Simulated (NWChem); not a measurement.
**One shape, several levels: [SiH3]+ (SMILES [SiH3+])**

Wanted: a comparison of 6 runs (HF/STO-3G, HF/cc-pVDZ, B3LYP/cc-pVDZ, B3LYP/6-31G, B3LYP/6-31G*) of [SiH3]+. 

The results are computed with NWChem 7.3.0.

1 further run of the same task is left out (set aside as unsound or not needed).

## 1. The molecule

[SiH3]+ has 4 atoms, charge +1, and is taken as a singlet. SMILES: `[SiH3+]`. Geometry: relaxed at PBE0-D4/def2-TZVP.

Bond lengths: Si1–H2 1.472 Å, Si1–H3 1.472 Å, Si1–H4 1.472 Å. Angles: H2–Si1–H3 120.0°, H2–Si1–H4 120.0°, H3–Si1–H4 120.0°.

## 2. Energy and gradient at HF/STO-3G (run 1)

File run.py:

```python
from ase import Atoms
from ase.calculators.nwchem import NWChem

mol = Atoms('SiHHH', positions=[
    [-0.000000, -0.000000, 0.000000],
    [0.686900, 0.675400, 1.113000],
    [-0.118400, -1.467200, -0.009900],
    [-0.568500, 0.791700, -1.103100],
])

calc = NWChem(
    label='h3si',
    theory='scf',
    memory='2200 mb',
    basis='STO-3G',
    basispar='spherical bse',
    charge=1,
    scf={'nopen': '0', 'rhf': None, 'thresh': '1e-08', 'maxiter': '80'},
)
mol.calc = calc

forces = mol.get_forces()
print(f"energy = {mol.get_potential_energy():.6f} eV")
print("forces (eV/A):")
for s, f in zip(mol.symbols, forces):
    print(f"{s:2s} {f[0]:10.5f} {f[1]:10.5f} {f[2]:10.5f}")
print("dipole (e A):", mol.get_dipole_moment().round(4))
```

On the command line:

```bash
export ASE_NWCHEM_COMMAND="nwchem PREFIX.nwi > PREFIX.nwo"
python run.py
```

Log:

```text
energy = -7811.981728 eV
forces (eV/A):
Si   -0.00015   -0.00046   -0.00026
H    -0.45853   -0.45061   -0.74300
H     0.07904    0.97959    0.00658
H     0.37965   -0.52846    0.73667
dipole (e A): [-0.  0. -0.]
```

The calculator wrote h3si.nwi:

```
title "h3si"

permanent_dir h3si

scratch_dir h3si

start h3si

geometry units angstrom nocenter noautosym noautoz
  Si -0.0000000000000000e+00 -0.0000000000000000e+00 0.0000000000000000e+00
  H  6.8689999999999996e-01 6.7540000000000000e-01 1.1130000000000000e+00
  H  -1.1840000000000001e-01 -1.4672000000000001e+00 -9.9000000000000008e-03
  H  -5.6850000000000001e-01 7.9169999999999996e-01 -1.1031000000000000e+00
end

charge 1

memory 2200 mb

basis spherical bse noprint
   * library STO-3G
end

scf
  nopen 0
  rhf
  thresh 1e-08
  maxiter 80
end

task scf gradient
```

h3si.nwo:

```text
Northwest Computational Chemistry Package (NWChem) 7.3.0
             --------------------------------------------------------

           Job information
           ---------------

    nwchem branch   = 7.3.0
    use scalapack   = T
    input           = h3si.nwi
    prefix          = h3si.
    data base       = h3si/h3si.db
    status          = startup
    nproc           =        1

           Memory information
           ------------------

    heap     =     72089598 doubles =      550.0 Mbytes
    stack    =     72089595 doubles =      550.0 Mbytes
    global   =    144179200 doubles =     1100.0 Mbytes (distinct from heap & stack)
    total    =    288358393 doubles =     2200.0 Mbytes
    verify   = yes
    hardfail = no

[... 121 lines left out ...]
 Convergence threshold     :          1.000E-08
[... 11 lines left out ...]
       Final RHF  results
[... 3 lines left out ...]
      One-electron energy =   -424.843702365393
[... 1 line left out ...]
 Nuclear repulsion energy =     15.721451225779
[... 20 lines left out ...]
                       ROHF Final Molecular Orbital Analysis
[... 118 lines left out ...]
  wavefunction    =   RHF

                         RHF ENERGY GRADIENTS

    atom               coordinates                        gradient
                 x          y          z           x          y          z
   1 Si      0.000000   0.000000   0.000000    0.000003   0.000009   0.000005
   2 H       1.298053   1.276321   2.103265    0.008917   0.008763   0.014449
   3 H      -0.223744  -2.772606  -0.018708   -0.001537  -0.019050  -0.000128
   4 H      -1.074309   1.496096  -2.084557   -0.007383   0.010277  -0.014326

                 ----------------------------------------
                 |  Time  |  1-e(secs)   |  2-e(secs)   |
                 ----------------------------------------
                 |  CPU   |       0.00   |       0.01   |
                 ----------------------------------------
                 |  WALL  |       0.00   |       0.01   |
                 ----------------------------------------

 Task  times  cpu:        0.1s     wall:        0.1s
 Total times  cpu:        0.1s     wall:        0.1s
```

It took 0.96 s on 1 thread of Intel Xeon 6975P-C (Granite Rapids), shared host; peak memory 0.098 GiB.

## 3. Energy and gradient at HF/cc-pVDZ (run 2)

File h3si.xyz:

```xyz
4
H3Si gradient
Si     0.000000     0.000000     0.000000
H      0.686900     0.675400     1.113000
H     -0.118400    -1.467200    -0.009900
H     -0.568500     0.791700    -1.103100
```

File h3si.nw:

```
start h3si
title "H3Si gradient"
memory stack 880 mb heap 220 mb global 1100 mb
charge 1
geometry units angstroms noautosym nocenter noautoz
  load h3si.xyz
end
basis spherical bse
  * library cc-pVDZ
end
scf
  thresh 1e-08
  maxiter 80
  print medium
end
task scf gradient
```

On the command line:

```bash
nwchem h3si.nw > h3si.out
```

Log:

```text
[...]
  functions       =    33
[...]
  wavefunction    = RHF
[...]
         Total SCF energy =   -290.346726823247
      One-electron energy =   -428.431355728141
      Two-electron energy =    122.363177679115
 Nuclear repulsion energy =     15.721451225779
        Time for solution =      1.8s
[...]
                         RHF ENERGY GRADIENTS
    atom               coordinates                        gradient
                 x          y          z           x          y          z
   1 Si      0.000000   0.000000   0.000000    0.000002   0.000007   0.000004
   2 H       1.298053   1.276321   2.103265    0.001185   0.001161   0.001921
   3 H      -0.223744  -2.772606  -0.018708   -0.000204  -0.002533  -0.000016
   4 H      -1.074309   1.496096  -2.084557   -0.000984   0.001365  -0.001908
[...]
```

It took 3 s on 1 thread of Intel Xeon 6975P-C (Granite Rapids), shared host; peak memory 0.099 GiB.

Runs 3 to 4 aren't shown in full; the table further down has their settings and results.

## 4. Energy and forces at B3LYP/6-31G(d) (spherical functions) (run 5)

File sp.nw:

```
echo
START sp
memory total 2200 mb
charge 1

GEOMETRY units angstrom noautosym nocenter noautoz
  Si       0.000000       0.000000       0.000000
  H        0.686900       0.675400       1.113000
  H       -0.118400      -1.467200      -0.009900
  H       -0.568500       0.791700      -1.103100
END

BASIS spherical bse
  * library 6-31G*
END

DFT
  xc b3lyp
  grid xfine
  convergence energy 1e-08
  maxiter 100
  mulliken
  noprint "final vectors analysis"
END

TASK dft gradient
```

On the command line:

```bash
nwchem sp.nw > sp.out
```

Log:

```text
[...]
          Wavefunction type:  closed shell.
          No. of atoms     :     4
          No. of electrons :    16
[...]
          Charge           :     1
          Spin multiplicity:     1
[...]
          AO basis - number of functions:    24
[...]
              XC Information
              --------------
                         B3LYP Method XC Potential
                     Hartree-Fock (Exact) Exchange  0.200
                        Slater Exchange Functional  0.800 local
                    Becke 1988 Exchange Functional  0.720 non-local
              Lee-Yang-Parr Correlation Functional  0.810
                  VWN I RPA Correlation Functional  0.190 local
[...]
 d= 0,ls=0.0,diis     1   -290.8833679010 -3.07D+02  2.98D-02  5.50D-01     0.4
[...]
 d= 0,ls=0.0,diis     6   -290.9314456183 -8.34D-11  1.47D-07  6.25D-12     1.7
         Total DFT energy =     -290.931445618346
      One electron energy =     -428.546771383856
           Coulomb energy =      143.634948352914
    Exchange-Corr. energy =      -21.741073813182
 Nuclear repulsion energy =       15.721451225779
[...]
      Total Density - Mulliken Population Analysis
     ---------------------------------------------
    Atom       Charge   Shell Charges
 -----------   ------   -------------------------------------------------------
    1 Si  14    13.24   2.00  2.00  5.96  1.20  1.66  0.20  0.13  0.10
    2 H    1     0.92   0.49  0.43
    3 H    1     0.92   0.49  0.43
    4 H    1     0.92   0.49  0.43
[...]
  wavefunction    = closed shell
                         DFT ENERGY GRADIENTS
    atom               coordinates                        gradient
                 x          y          z           x          y          z
   1 Si      0.000000   0.000000   0.000000    0.000002   0.000006   0.000004
   2 H       1.298053   1.276321   2.103265   -0.000093  -0.000095  -0.000150
   3 H      -0.223744  -2.772606  -0.018708    0.000016   0.000196   0.000002
   4 H      -1.074309   1.496096  -2.084557    0.000074  -0.000107   0.000144
[...]
```

Wall time 2.6 s (1 thread of Intel Xeon 6975P-C (Granite Rapids), shared host); peak memory 0.12 GiB.

## 5. Energy and forces at B3LYP/6-31G(d) (Cartesian functions) (run 6)

File m1.nw:

```
start m1
memory total 2200 mb
charge 1
geometry units angstrom noautosym nocenter noautoz
   Si     0.000000     0.000000     0.000000
   H      0.686900     0.675400     1.113000
   H     -0.118400    -1.467200    -0.009900
   H     -0.568500     0.791700    -1.103100
end
basis cartesian
   * library 6-31G*
end
dft
   xc b3lyp
   grid xfine
   convergence energy 1e-08
   maxiter 100
   mulliken
end
task dft gradient
```

On the command line:

```bash
nwchem m1.nw > m1.out
```

Log:

```text
[...]
          Wavefunction type:  closed shell.
          No. of atoms     :     4
          No. of electrons :    16
[...]
          Charge           :     1
          Spin multiplicity:     1
[...]
          AO basis - number of functions:    25
[...]
              XC Information
              --------------
                         B3LYP Method XC Potential
                     Hartree-Fock (Exact) Exchange  0.200
                        Slater Exchange Functional  0.800 local
                    Becke 1988 Exchange Functional  0.720 non-local
              Lee-Yang-Parr Correlation Functional  0.810
                  VWN I RPA Correlation Functional  0.190 local
[...]
 d= 0,ls=0.0,diis     1   -290.8729844427 -3.07D+02  6.68D-02  9.72D-01     0.4
[...]
 d= 0,ls=0.0,diis     6   -290.9331471886 -6.80D-11  7.42D-08  2.31D-12     1.7
         Total DFT energy =     -290.933147188599
      One electron energy =     -428.501689827388
           Coulomb energy =      143.575610623712
    Exchange-Corr. energy =      -21.728519210704
 Nuclear repulsion energy =       15.721451225779
[...]
      Total Density - Mulliken Population Analysis
     ---------------------------------------------
    Atom       Charge   Shell Charges
 -----------   ------   -------------------------------------------------------
    1 Si  14    13.24   2.00  1.99  5.96  1.25  1.66  0.20  0.13  0.06
    2 H    1     0.92   0.49  0.43
    3 H    1     0.92   0.49  0.43
    4 H    1     0.92   0.49  0.43
[...]
  wavefunction    = closed shell
                         DFT ENERGY GRADIENTS
    atom               coordinates                        gradient
                 x          y          z           x          y          z
   1 Si      0.000000   0.000000   0.000000    0.000002   0.000006   0.000004
   2 H       1.298053   1.276321   2.103265   -0.000083  -0.000085  -0.000134
   3 H      -0.223744  -2.772606  -0.018708    0.000015   0.000175   0.000002
   4 H      -1.074309   1.496096  -2.084557    0.000066  -0.000095   0.000128
[...]
```

It took 2.7 s on 1 thread of Intel Xeon 6975P-C (Granite Rapids), shared host; peak memory 0.12 GiB.

## 6. The series

| run | level | iteration cap | module | energy (Eh) | HOMO energy (eV) | LUMO energy (eV) | HOMO–LUMO gap (eV) | wall time |
| --- | --- | --- | --- | --- | --- | --- | --- | --- |
| 1 | HF/STO-3G | 80 | scf | -287.085036 | -20.34 | -3.79 | 16.54 | 0.96 s |
| 2 | HF/cc-pVDZ | 80 | scf | -290.346727 | -21.05 | -6.68 | 14.37 | 3 s |
| 3 | B3LYP/cc-pVDZ | 100 | dft | -290.948412 | – | – | – | 5.1 s |
| 4 | B3LYP/6-31G | 100 | dft | -290.905564 | -17.62 | -10.68 | 6.94 | 2.4 s |
| 5 | B3LYP/6-31G* (spherical functions) | 100 | dft | -290.931446 | – | – | – | 2.6 s |
| 6 | B3LYP/6-31G* (Cartesian functions) | 100 | dft | -290.933147 | -17.55 | -10.52 | 7.03 | 2.7 s |

## 7. Results

```
                       quantity          value
            run 6: total energy  -290.93315 Eh
             run 6: HOMO energy      -17.55 eV
             run 6: LUMO energy      -10.52 eV
           run 6: HOMO–LUMO gap        7.03 eV
run 6: largest force on an atom     0.009 eV/Å
```

What this shows: Over runs 1, 2, 4, 6 the HOMO–LUMO gap runs from 6.94 eV (B3LYP/6-31G) to 16.54 eV (HF/STO-3G). The two ends differ in method and basis. In run 1 the basis is minimal, so the values are rough. All runs together took 17 s, the longest 5.1 s.
